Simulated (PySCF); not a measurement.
## Li: electron affinity

Li⁻ [He] 2s2 (1S) → Li [He] 2s1 (2S), as a difference of total energies. All numbers are calculated (PySCF 2.14, the spin-free X2C one-electron Hamiltonian (Gaussian nucleus), in aug-cc-pCVTZ-DK with one added diffuse shell each of s, p, d, f type (8s7p5d3f, 75 functions)). Correlated levels: valence and next inner shell: nothing frozen. The calculations carry no spin-orbit coupling.

Question: Order these methods by the electron affinity they give, lowest first.
A. MP2 (valence and next inner shell)
B. CCSD (valence and next inner shell)
C. UHF
D. SCS-MP2 (valence and next inner shell)

Answer: C (-0.124 eV), A (0.358 eV), D (0.453 eV), B (0.607 eV).

Errors of the correlated levels include the incompleteness of this basis.

A negative affinity means that the anion lies above the atom at that level of theory.

The coupled-cluster amplitudes are large for Li⁻ (T1 above 0.03 or a double amplitude above 0.15), so a single reference is strained.

For comparison: 0.618 eV (measured; photodetachment measurements, as compiled on the Wikipedia data page of electron affinities).
